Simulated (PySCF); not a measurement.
Computed with PySCF (xtb for GFN2) and rigid-rotor harmonic-oscillator thermochemistry at 1 bar. The comparison is the NASA 1993 polynomial table, which mixes measured and estimated data. All species are closed-shell singlets. The harmonic model lacks anharmonicity and excited electronic states, which grow with temperature; levels with a mode under 35 cm⁻¹ are left out.

Harmonic frequencies at GFN2-xTB (cm⁻¹): 492, 492, 849, 849, 2155, 3352, 3428. Point group D∞h; S°(298 K) = 202.0 J/mol/K at this level.

Question: Work out Cp and S° of gaseous C2H2 (acetylene) at 500, 800, 1200, 1600, 2000 K from these, and set them beside the table.

Answer: 
```tsv
T (K)	Cp GFN2-xTB	Cp table	S° GFN2-xTB	S° table
500	54.3	54.7	227.6	226.5
800	62.5	63.4	255.0	254.3
1200	70.3	71.5	281.9	281.6
1600	75.5	77.1	302.9	303.0
2000	78.9	81.0	320.2	320.7
```
Units J/mol/K.
